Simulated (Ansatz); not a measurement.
Species: CH3O, SMILES `C[O]` (charge 0, multiplicity 2).

Q: Give a relaxed geometry from PBE-D3(BJ)/def2-SVP (Ansatz, a quantum-chemistry and plane-wave program).

A: the end point of this relaxation (outside a Z-matrix the atoms follow the SMILES, hydrogens last).
Z-matrix (Å, degrees):
```
C
O 1 1.3444
H 1 1.1246 2 115.45
H 1 1.1247 3 110.68 2 133.47
H 1 1.1327 3 103.96 4 111.08
```
